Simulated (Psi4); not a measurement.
Basis sets over 5 cases of the deprotonation energy at MP2 with Psi4 (elements up to F), each against its own reference: (a) Hartree-Fock in aug-cc-pV5Z plus the correlation part extrapolated as X^-3 from aug-cc-pVQZ and aug-cc-pV5Z; (b) Hartree-Fock in aug-cc-pVQZ plus the correlation part extrapolated as X^-3 from aug-cc-pVTZ and aug-cc-pVQZ. By their distance from other large sets or by the extrapolation step the references are unsure by up to roughly 0.22 kcal/mol. B3LYP-D3(BJ)/def2-TZVP geometries; electronic energies; the proton's site as shown, best or not; frozen cores; density fitting; no added dispersion term; no relativity. Cartesian d functions in some cases of 6-31+G*. Psi4's default fits serve pcseg sets less well. 

Cases are drawn at random; left out are references unsure by over 0.67 kcal/mol, doubtful singlets; stability and T1 were not tested. Sets are drawn from those converged to one state in every case.

Cases (SMILES) and reference values:
- O=C (CH2-O) → [CH-]=O + H+: 403.47 kcal/mol (b)
- OO (H2O2) → [O-]O + H+: 382.33 kcal/mol (b)
- C (CH4) → [CH3-] + H+: 423.74 kcal/mol (b)
- O (H2O) → [OH-] + H+: 393.01 kcal/mol (a)
- N (NH3) → [NH2-] + H+: 408.55 kcal/mol (b)

```
basis        functions over def2-SVP (largest species, mean of cases)  mean signed deviation (kcal/mol)  mean absolute  largest  within 2 kcal/mol
-----------  --------------------------------------------------------  --------------------------------  -------------  -------  -----------------
6-31G                                                             0.5                             26.34          26.34    37.11             0 of 5
pcseg-0                                                           0.5                             28.37          28.37    43.71             0 of 5
3-21G                                                             0.5                             47.11          47.11    66.09             0 of 5
def2-SV(P)                                                        0.8                             25.02          25.02    35.68             0 of 5
6-31+G*                                                           1.0                             -0.72           3.27     6.26             1 of 5
pcseg-1                                                           1.0                             22.69          22.69    32.12             0 of 5
6-311+G**                                                         1.4                              4.44           4.44     5.60             0 of 5
def2-TZVP                                                         1.8                             10.60          10.60    15.69             0 of 5
def2-QZVPPD                                                       5.4                              2.22           2.22     3.40             2 of 5
aug-pcseg-3                                                       7.6                              0.75           0.75     0.94             5 of 5
```

Of the sets for which every case ran a larger relative (same family, alike in diffuse functions), none listed holds all cases within 2 kcal/mol together with them. Inside, though some case ran no larger relative to test it: aug-pcseg-3. A case lies within its reference's uncertainty of the window's edge in def2-QZVPPD. These figures hold for the cases listed.
